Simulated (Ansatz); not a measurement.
The inner images of a band of CH2O2S (6 atoms, charge 0, multiplicity 1) are given out of order.

Theory: RKS PBE/def2-TZVP (Ansatz).

First end point:

```xyz
6
Properties=species:S:1:pos:R:3
H 0.851 -0.739 -1.273
O 0.198 -0.873 -0.558
C 0.062 0.331 0.050
O -0.818 0.252 1.054
S 0.859 1.696 -0.377
H -1.153 -0.668 1.104
```

Last end point:

```xyz
6
Properties=species:S:1:pos:R:3
H 1.452 0.360 -1.568
O -0.123 -1.302 -0.340
C -0.086 -0.157 0.042
O -0.811 0.342 1.078
S 0.906 1.166 -0.629
H -1.338 -0.410 1.418
```

Problem. Put them in order from the first end to the last, with their energies above the first end.
A.
```xyz
6
Properties=species:S:1:pos:R:3
H 1.125 0.025 -1.310
O 0.050 -1.073 -0.458
C -0.038 0.041 0.060
O -0.841 0.300 1.098
S 0.968 1.279 -0.660
H -1.263 -0.572 1.269
```
B.
```xyz
6
Properties=species:S:1:pos:R:3
H 0.983 -0.180 -1.220
O 0.157 -0.982 -0.550
C -0.006 0.137 0.058
O -0.840 0.262 1.082
S 0.955 1.378 -0.607
H -1.249 -0.615 1.237
```
C.
```xyz
6
Properties=species:S:1:pos:R:3
H 1.297 0.189 -1.451
O -0.043 -1.182 -0.389
C -0.065 -0.053 0.056
O -0.833 0.329 1.099
S 0.942 1.222 -0.650
H -1.298 -0.504 1.335
```
D.
```xyz
6
Properties=species:S:1:pos:R:3
H 0.884 -0.557 -1.244
O 0.218 -0.899 -0.590
C 0.042 0.273 0.052
O -0.827 0.245 1.061
S 0.893 1.588 -0.457
H -1.209 -0.650 1.177
```
E.
```xyz
6
Properties=species:S:1:pos:R:3
H 0.911 -0.367 -1.206
O 0.216 -0.930 -0.600
C 0.018 0.208 0.057
O -0.834 0.248 1.071
S 0.929 1.473 -0.542
H -1.240 -0.631 1.220
```

Solution. D (+0.12 eV), E (+0.52 eV), B (+0.90 eV), A (+0.32 eV), C (-0.23 eV).

Run time: 79 s on 4 threads of Arm Neoverse N1, on a shared host, peak memory 0.23 GiB.
